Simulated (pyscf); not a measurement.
Thermochemistry of product channels of `[NH]=[Nb]([Cl])([Cl])[Cl]` + `[OH2]` on the singlet surface, in kcal/mol, from ωB97M-D3(BJ)/def2-TZVP energies (ideal gas, 1 atm, RRHO with modes under 100 cm⁻¹ raised to 100, one conformer, R ln 2 for chiral ones without a mode under 150 cm⁻¹). PySCF, gas phase, ωB97X-D3(BJ)/def2-SVP geometries.

```tsv
products	ΔE	ΔH(298 K)	ΔG(298 K)	ΔG(900 K)
`[NH]=[Nb]([OH])([Cl])[Cl]` + `[ClH]`	+3.0	+1.3	+1.3	+0.7
`[NH2][Nb]([OH])([Cl])([Cl])[Cl]`	-20.5	-19.1	-8.9	+10.5
```

The channel to H₂N–Nb(OH)(Cl)(Cl)–Cl turns unfavourable between 298 and 1200 K (ΔG from -8.9 kcal/mol to +19.6 kcal/mol).

These are energies of the channels, which say nothing of barriers. HN=Nb(OH)(Cl)–Cl lies 14.5 kcal/mol over its isomer H₂N–Nb(=O)(Cl)–Cl (electronic energy, ωB97M-D3(BJ)/def2-TZVP). Elements past Kr carry the def2 core potentials, without spin-orbit coupling.
